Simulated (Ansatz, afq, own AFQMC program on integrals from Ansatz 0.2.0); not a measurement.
**Where AFQMC and coupled cluster stand for CH$_{5}$Si, doublet**

```
atom    x (Å)    y (Å)    z (Å)
  Si   0.0000   0.0019   0.5628
   C   0.0000  -0.0022  -1.2775
   H   0.0000   1.3972   1.0736
   H  -1.1990  -0.7048   1.0957
   H   1.1990  -0.7048   1.0957
   H   0.0000   0.9076  -1.8684
   H   0.0000  -0.9209  -1.8559
```

Basis 6-31G. Noble-gas cores (and the filled d shells of Ga–Kr and In–Xe) are frozen. AFQMC by an in-house program on the Cholesky factors that Ansatz 0.2.0 writes for its CCSD(T) run. The CISD trial takes its coefficients from CCSD amplitudes. Released means that phaseless walkers are propagated on without the constraint, phases kept. Free AFQMC starts from the CCSD state and is never constrained. Its projection time is finite, and what remains of the start isn't in its error. Uncertainties: one standard error, sampling alone.

Determinant: UHF, the one that the program's search chose, which needn't be the lowest solution. The geometry is a point of a scan.

No full CI on the walks' own integrals is used here; CCSDT(Q) serves as the reference and is uncertain by about the last step of the cluster series.

- T1 diagnostic: 0.0106
- weight of the determinant in the CISD state: 0.910
- ⟨S²⟩ of the determinant: 0.763
- size of the correlated space: 13 electrons in 26 orbitals

Reference: CCSDT(Q), correlation energy -4.464 eV. The released energy is read at 2.40 1/Eh (meV from the phaseless value at times in 1/Eh: 1 ± 7 at 0.24, -22 ± 8 at 0.51, -2 ± 6 at 0.99, -7 ± 6 at 1.62, 10 ± 7 at 2.40).

```
         level  E − E(reference) (kJ/mol)  share of correlation (%)
            HF                      430.7                      0.00
           MP2                       96.8                     77.53
          CCSD                        8.5                     98.02
       CCSD(T)                        1.9                     99.55
         CCSDT                        0.4                     99.91
   ph-AFQMC/HF                 -3.6 ± 3.3                    100.83
 ph-AFQMC/CISD                  0.6 ± 0.6                     99.86
released AFQMC                  1.5 ± 0.7                     99.64
    free AFQMC                  0.7 ± 1.0                     99.83
```

Free projections are given only where their last times agree within the noise and don't stop above the reference; a slow remainder of the start can still hide under it. A walk keeps the symmetry of its determinant, which the program's search chose and which needn't be the lowest solution, so a lower state of the same spin and another symmetry isn't excluded. Released energies are given only where the last usable release times agree within the noise; a slower fall can still hide under it.
